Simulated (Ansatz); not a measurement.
Species: CH$_{3}$O$_{2}$, charge 1, singlet. CH3O2+ (SMILES O=C[OH2+]).
B3LYP-D3(BJ)/def2-TZVP minimum from Ansatz (an electronic-structure program):
```xyz
6

O     -1.0512    -0.5390    -0.0452
C      0.2216     0.5857     0.0087
O      1.2564     0.1357     0.1286
H     -0.7781    -1.4708    -0.1509
H     -0.3073     1.5344    -0.0525
H     -1.8852    -0.3516    -0.5157
```
Charge +1, spin multiplicity 1.

Hartree-Fock and MP2 correlation energies in hartree (Ansatz). Open shells are spin-unrestricted; no spin-orbit coupling. Correlated methods leave the cores frozen. No relativity.

```json
[
 {"basis": "cc-pVTZ", "X": "3", "E(HF)": "-189.10047", "E(corr, MP2)": "-0.63333"},
 {"basis": "cc-pVQZ", "X": "4", "E(HF)": "-189.11478", "E(corr, MP2)": "-0.67907"},
 {"basis": "cc-pV5Z", "X": "5", "E(HF)": "-189.11815", "E(corr, MP2)": "withheld"}
]
```

Problem. Fit E(corr) = E∞ + A/X³ to X = 3 and 4, predict X = 5, and compare with the run.

Solution. A = (-0.63333 - (-0.67907))/(1/27 - 1/64) = 2.1362; E∞ = -0.67907 - A/64 = -0.71245; at X = 5, E∞ + A/125 = -0.69536. The run gave -0.69747, 2.11 mEh below the prediction. The same form on X = 4 and 5 gives E∞ = -0.71677, 4.33 mEh below the first estimate.
